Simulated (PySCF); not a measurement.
Bonds (- single, = double, # triple, : aromatic): C1-S2 1.806 Å, S2-C3 1.742 Å, C3=C4 1.335 Å, C4-F5 1.336 Å. C1 carries H6, H7, H8; C3 carries H9; C4 carries H10. Stereochemistry as in CS/C=C\F.

[PySCF 2.14.0 with density-fitted response routines: PBE0/pcSseg-1 with gauge-including orbitals; geometry from PBE0-D3(BJ)/def2-SVP; non-relativistic; one averaged value for each set of equivalent atoms; a single conformation; no solvent]

Scale: $^{13}$C and $^{1}$H against TMS; CS2 for $^{33}$S; CFCl3 for $^{19}$F (reference shieldings calculated alike).

```json
{"atoms": "F5", "nucleus": "$^{19}$F", "count": "1", "Hirshfeld charge": "-0.07", "δ (ppm)": "-144.5"}
{"atoms": "C3", "nucleus": "$^{13}$C", "count": "1", "Hirshfeld charge": "-0.10", "δ (ppm)": "112.0"}
{"atoms": "H9", "nucleus": "$^{1}$H", "count": "1", "Hirshfeld charge": "0.06", "δ (ppm)": "4.56"}
{"atoms": "S2", "nucleus": "$^{33}$S", "count": "1", "Hirshfeld charge": "0.02", "δ (ppm)": "-12"}
{"atoms": "H10", "nucleus": "$^{1}$H", "count": "1", "Hirshfeld charge": "0.06", "δ (ppm)": "6.87"}
{"atoms": "C1", "nucleus": "$^{13}$C", "count": "1", "Hirshfeld charge": "-0.12", "δ (ppm)": "?"}
{"atoms": "C4", "nucleus": "$^{13}$C", "count": "1", "Hirshfeld charge": "0.01", "δ (ppm)": "153.5"}
{"atoms": "H6/H7/H8", "nucleus": "$^{1}$H", "count": "3", "Hirshfeld charge": "0.05", "δ (ppm)": "?"}
```

Problem. Fill in the missing shifts.

Solution. 
- C1: 19.2 ppm, methyl carbon bonded to S
- H6/H7/H8: 2.43 ppm, hydrogen on a methyl carbon bonded to S

Shifts are as computed. Against solution values, carbons near 30 ppm lie about +2 ppm off and those near 130 ppm about +5 ppm; carbons on S a further +3 ppm. Of 1211 compounds with measured shifts, 218 miss one by over three times the rms of a fit or turn the order of signals round; such compounds aren't used in these exercises. Unscaled 19F shifts against computed CFCl3 carry errors that often reach 10 to 50 ppm.
